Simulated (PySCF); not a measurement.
Excitations are Tamm–Dancoff values on a coarser integration grid.

C$_{4}$H$_{4}$O, SMILES `c1cocc1` (charge 0, multiplicity 1)

The numbers are results of M06-2X/def2-TZVPD // B3LYP-D3(BJ)/def2-TZVPD in PySCF, not measurements.

| Property | Result |
|---|---|
| HOMO | -7.84 eV |
| dipole moment | 0.139 e·Å |
| HOMO–LUMO gap | 8.41 eV |
| LUMO | 0.57 eV |
| S1 excitation (TDA) | 6.15 eV |
| S1 oscillator strength | 0.000 |
| brightest of the four lowest singlets (TDA) | 6.64 eV |
| T1 excitation (TDA) | 4.46 eV |
| S1–T1 gap (TDA) | 1.69 eV |
| total energy | -230.0173 Ha |
| cost | around 19 core-minutes (rough) |

Bonds (Å): C1–C2 1.433, C1–C5 1.355, C1–H6 1.077, C2–C3 1.355, C2–H7 1.077, C3–O4 1.362, C3–H8 1.075, O4–C5 1.362, C5–H9 1.075. Bond angles (°): C2–C1–C5 106.2, C2–C1–H6 127.4, C5–C1–H6 126.4, C1–C2–C3 106.2, C1–C2–H7 127.4, C3–C2–H7 126.4, C2–C3–O4 110.3, C2–C3–H8 133.6, O4–C3–H8 116.0, C3–O4–C5 107.0, C1–C5–O4 110.3, C1–C5–H9 133.6, O4–C5–H9 116.0.
